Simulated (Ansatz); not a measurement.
Isolated molecules relaxed with PBE0-D4/def2-TZVP in Ansatz; ΔE leaves out vibrations. CCSD(T)/CBS adds triple-zeta CCSD(T) − MP2 to the extrapolated MP2 energy (def2 sets, frozen cores). This one scheme is used for every species. DFT in def2-TZVPP. Triplets are unrestricted, without spin–orbit coupling. Each species was taken in one conformer, which may not be the lowest.

Consider the formal loss of a carbene: `NCS` → `[CH2]` (triplet) + `NS`.

```csv
level,ΔE (eV)
r2SCAN-D4,4.41
r2SCAN0,4.36
LC-ωPBE,4.51
CCSD/CBS(def2),4.54
```

Question: What does CCSD(T)/CBS give? (An estimate is asked.)

Answer: Ansatz gave: +4.66 eV. The listed levels differ from it by -0.25, -0.30, -0.15, -0.12 eV.

Largest T1 diagnostic among the species: 0.011.

From r2SCAN to r2SCAN0 (25 % exact exchange), in def2-TZVPP and without D4, ΔE moves by −0.04 eV. At CCSD(T), def2-SVP lies −0.09 eV from the extrapolated value and def2-TZVPP −0.11 eV.
